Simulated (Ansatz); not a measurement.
System: C3H9N, charge 0, singlet. C3H9N (N,N-dimethylmethanamine, SMILES CN(C)C).
B3LYP-D3(BJ)/def2-TZVP minimum from Ansatz (a first-principles code):
```xyz
13

N      0.0026     0.0015     0.3690
C      0.0034     1.3852    -0.0654
C      1.1975    -0.6963    -0.0655
C     -1.2022    -0.6896    -0.0484
H     -0.0042     1.4885    -1.1661
H      0.8915     1.8925     0.3148
H     -0.8763     1.8974     0.3273
H      1.2828    -0.7549    -1.1661
H      1.1956    -1.7143     0.3273
H      2.0837    -0.1858     0.3147
H     -1.3035    -0.7477    -1.1477
H     -2.0800    -0.1742     0.3444
H     -1.2003    -1.7076     0.3443
```

Total energies in cc-pVDZ, 26 correlated electrons, 4 frozen orbitals. Radicals and triplets start from unrestricted determinants; spin-orbit coupling is neglected. Cores are frozen in correlated methods. No relativity.

| method | program | energy (Eh) | minus CCSDT(Q) (mEh) |
|---|---|---|---|
| HF | Ansatz | -173.28231 | 689.53 |
| MP2 | Ansatz | -173.89468 | 77.15 |
| CCSD | Ansatz | -173.95097 | 20.87 |
| CCSD(T) | Ansatz | -173.96983 | 2.00 |
| CCSDT(Q) | Ansatz | -173.97184 | 0.00 |

Rough core times of Ansatz's runs on a shared machine: CCSD(T) under 20 s, CCSDT(Q) 70 min.
